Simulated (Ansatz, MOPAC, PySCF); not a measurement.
Potential energy surface of CH2, triplet: symmetric bend, bond length relaxed. Scanned: H-C-H angle. Other coordinates (C-H bond length) were minimised at PBE0/def2-TZVP.

Cartesian coordinates as functions of the variables (Å; names that start with a are angles):
```
C  0  0  0
H  r*sin(a/2)  0  r*cos(a/2)
H  -r*sin(a/2)  0  r*cos(a/2)
```

- UHF/6-31G* = unrestricted Hartree-Fock/6-31G*, spherical d run with PySCF
- PM3, unrestricted, heats of formation (MOPAC)
- UHF/cc-pVTZ (PySCF)
- UKS-PBE/cc-pVTZ = Ansatz (a quantum-chemistry and plane-wave program) with unrestricted PBE/cc-pVTZ
- B3LYP = unrestricted B3LYP/cc-pVTZ run with PySCF
- CCSD(T) on UHF/cc-pVTZ, 1 core orbital frozen (PySCF)

Energies in kJ/mol, each method relative to its own lowest point.

```
a / °  UHF/6-31G*    PM3    UHF  UKS-PBE/cc-pVTZ  B3LYP  CCSD(T)
-----  ----------  -----  -----  ---------------  -----  -------
180          34.9    3.3   31.3             17.6   19.7     24.6
172          32.7    2.8   29.3             16.3   18.3     22.9
164          26.7    1.5   23.7             12.8   14.4     18.3
156          18.4    0.2   16.0              8.1    9.2     12.0
148           9.9    0.0    8.3              3.4    4.0      5.8
140           3.1    1.8    2.4              0.3    0.4      1.3
132           0.0    6.4    0.0              0.0    0.0      0.0
124           2.0   14.5    2.6              3.9    3.9      3.3
116          10.4   26.9   11.5             12.9   13.3     12.2
108          26.4   44.3   27.5             28.0   29.2     27.6
100          50.9   67.9   51.7             50.1   52.2     50.3
92           84.8   99.0   84.8             79.8   83.3     81.2
84          129.1  138.5  127.5            117.9  123.2    120.8
76          184.6      —  180.6            165.3  172.6    170.0
68          252.1      —  244.4            222.5  232.3    229.7
```

Dashes: no converged value, or the column stops at the first point that the program doubted or that broke a chosen test of continuity, which isn't proof of a fault.

The scan ran from 180.0 to 60.0; beyond the range shown the relaxed coordinates jump or full CI changes its symmetry label.
